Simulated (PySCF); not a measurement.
P₂F₄.
Bonds: F1–P2, P2–F3, P2–P4, P4–F5, P4–F6.

Computed, not measured: PySCF 2.14.0, PBE0-D3(BJ)/def2-SVP geometry optimisation, gas phase.

List the bond lengths, angles and torsions at this level.

| bond | length (Å) | order |
| --- | --- | --- |
| F1–P2 and 3 like bonds | 1.615 | single |
| P2–P4 | 2.275 | single |

Bonds in one row agree within 0.01 Å and their mean is given. Orders are formal, as drawn. A selection of angles:
| angle | degrees |
| --- | --- |
| F1–P2–F3 | 98.8 |
| F1–P2–P4 | 93.6 |
| P2–P4–F5 | 94.6 |

Dihedral angles: F1–P2–P4–F5 -179° (antiperiplanar).

All 4 F–P bonds measure 1.615 to 1.616 Å. P2 (three-coordinate phosphorus) is pyramidal (angles 98.8°, 94.3° and 93.6°, sum 286.7°, 0.91 Å off the plane of its three neighbours).

PBE0-D3(BJ)/def2-SVP frequencies: not computed here. One conformer, not necessarily the lowest.
